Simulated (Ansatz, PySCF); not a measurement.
Species: C2H6N (charge 0, doublet). It need not be the lowest isomer of its formula. 
Geometry from a B3LYP-D3(BJ)/def2-TZVP (Ansatz, a program for electronic structure) optimisation:
```xyz
9

C     -0.0072    -0.1765     1.1888
N      0.0467     0.6303     0.0038
C     -0.0178    -0.1612    -1.1908
H      0.8224    -0.8999     1.2161
H      0.0434     0.4479     2.0804
H     -0.9339    -0.7700     1.2248
H      0.8114    -0.8842    -1.2349
H      0.0249     0.4745    -2.0748
H     -0.9449    -0.7542    -1.2262
```
Charge 0, spin multiplicity 2.


Wanted: enthalpy of formation at 298 K (from the atomisation energy, B3LYP-D3(BJ)/def2-TZVP harmonic zero-point and thermal terms from PySCF, and the atoms' enthalpies of formation in the G2/97 table; no spin-orbit terms, and no core term in the frozen-core levels), in kcal/mol. Valence correlation only, unless marked. Open shells are spin-unrestricted. Spin-orbit coupling is left out. No relativistic terms. The coupled-cluster limit lacks core correlation, which all-electron functionals hold. Basis-set limits of correlation are two-point, X^-3; Hartree-Fock from the larger set. [CCSD(T)-MP2]/basis is that difference in the basis named.

```tsv
level	program	enthalpy of formation at 298 K (kcal/mol)
HF/6-31G	Ansatz	283.2
```

**Question.** Estimate the value at RI-MP2/CBS(cc-pVTZ,cc-pVQZ)+[CCSD(T)-MP2]/cc-pVTZ as computed with Ansatz.

**Answer.** 39.1 kcal/mol
